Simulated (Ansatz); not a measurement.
One change: `N#CN` becomes `C#N`.

Ansatz, PBE0-D4/def2-TZVP geometries, multiplicity 1. Each molecule was computed in one conformer, which needn't be the lowest.

```tsv
property	`N#CN`
HOMO–LUMO gap (ωB97M-V/def2-TZVPP) / eV	11.89
size of the dipole moment (ωB97M-V/def2-TZVPP) / D	4.62
HOMO–LUMO gap (B3LYP/def2-TZVPP) / eV	7.55
LUMO energy (PBE/def2-TZVPP) / eV	-0.67
HOMO energy (PBE/def2-TZVPP) / eV	-6.63
HOMO energy (PBE0/def2-TZVPP) / eV	-8.02
```

Task: What does the change do to each property? (Estimate.)

Result: The calculation gave: 
```csv
property,`C#N`,shift
HOMO–LUMO gap (ωB97M-V/def2-TZVPP) / eV,15.38,3.49
size of the dipole moment (ωB97M-V/def2-TZVPP) / D,3.04,-1.58
HOMO–LUMO gap (B3LYP/def2-TZVPP) / eV,10.14,2.59
LUMO energy (PBE/def2-TZVPP) / eV,-0.87,-0.20
HOMO energy (PBE/def2-TZVPP) / eV,-9.04,-2.41
HOMO energy (PBE0/def2-TZVPP) / eV,-10.43,-2.41
```

With PBE0 the HOMO falls by 2.41 eV and the LUMO rises by 0.14 eV, so the gap widens by about 2.55 eV. PBE moves the HOMO by -2.41 eV and ωB97M-V by -2.50 eV. The zero-point energy changes by -46.8 kJ/mol with -5 modes. Dipoles are sizes alone; their direction can turn.

B3LYP here is the variant with VWN-RPA as its local correlation; programs differ in this.
